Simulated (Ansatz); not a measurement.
**Worked example: correlation energy of F–Ge–PH, doublet**

Geometry: that of the F–Ge–PH, quartet, kept fixed.

```json
{"atom": "F", "x (Å)": "0.0227", "y (Å)": "1.0801", "z (Å)": "1.4120"}
{"atom": "Ge", "x (Å)": "0.0114", "y (Å)": "-0.3995", "z (Å)": "0.4567"}
{"atom": "P", "x (Å)": "-0.0836", "y (Å)": "0.2677", "z (Å)": "-1.8673"}
{"atom": "H", "x (Å)": "1.3157", "y (Å)": "0.2082", "z (Å)": "-2.1496"}
```

Basis cc-pVDZ; Ansatz 0.2.0. Only valence electrons are correlated (noble-gas cores and the filled d shells of p-block atoms frozen), which leaves 17 electrons in 44 orbitals. Prefix R: restricted or restricted open-shell reference; prefix U: unrestricted. No spin–orbit coupling is included, and no scalar relativity.

Full CI isn't at hand for all of this; UCCSDT(Q) serves as the reference, and is uncertain by the last step of the cluster series or more.

UCCSD has a T1 diagnostic of 0.033 and a largest doubles amplitude of 0.07.

The cluster runs stand on a determinant 0.01 eV above the lowest UHF solution, chosen by a search with trial CCSD; the correlation energy below is counted from it.

Runs differ by some tens of microhartree through their thresholds and, for an open shell, their frozen cores, so steps under 0.03 kcal/mol mean nothing.

Here the R and U totals at CCSDT(Q) differ by 0.11 kcal/mol, a measure of how far such totals hang on the determinant and its frozen core.

```json
{"level": "UHF determinant under the cluster runs", "total energy (hartree)": "-2516.096817"}
{"level": "UMP2", "total energy (hartree)": "-2516.453694"}
{"level": "UCCSD", "total energy (hartree)": "-2516.487717"}
{"level": "UCCSD(T)", "total energy (hartree)": "-2516.497981"}
{"level": "UCCSDT", "total energy (hartree)": "-2516.499342"}
{"level": "UCCSDT(Q)", "total energy (hartree)": "-2516.500435"}
```

Q: What is the correlation energy at UCCSDT(Q), and what share of it do UMP2 and UCCSDT recover?

A: E(corr) = -2516.500435 − (-2516.096817) = -0.403618 hartree = -10.983 eV. UMP2: -0.356877 / -0.403618 = 88.42 %. UCCSDT: -0.402525 / -0.403618 = 99.73 %.

Q: By how many kcal/mol does UCCSD(T) miss UCCSDT(Q) (1 hartree = 627.509 kcal/mol), and which steps make up the rest?

A: -2516.497981 − (-2516.500435) = 0.002454 hartree = 1.54 kcal/mol. Steps: UCCSDT − UCCSD(T) = -0.85, UCCSDT(Q) − UCCSDT = -0.69 kcal/mol. Differences between like states or geometries often cancel part of this.
